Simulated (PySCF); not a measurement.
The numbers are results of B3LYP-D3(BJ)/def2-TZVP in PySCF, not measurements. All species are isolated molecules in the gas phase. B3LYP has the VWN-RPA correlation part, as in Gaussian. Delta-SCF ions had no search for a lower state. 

Reference species (SMILES): `[Cl][Al]([Cl])[Br]` (neutral, multiplicity 1).

- S1 oscillator strength = 0.008
- vertical ionisation energy (Delta-SCF) = 10.93 eV

Changed species: `[Cl][Al]([Cl])[Cl]` (0 of 3 Cl replaced by Br; the reference has 1 of 3 Cl replaced by Br).

Question: Give the shifts of the S1 oscillator strength and vertical ionisation energy (Delta-SCF).

Answer: the S1 oscillator strength hardly moves; the vertical ionisation energy (Delta-SCF) goes up by 0.37 eV, to 11.30 eV.
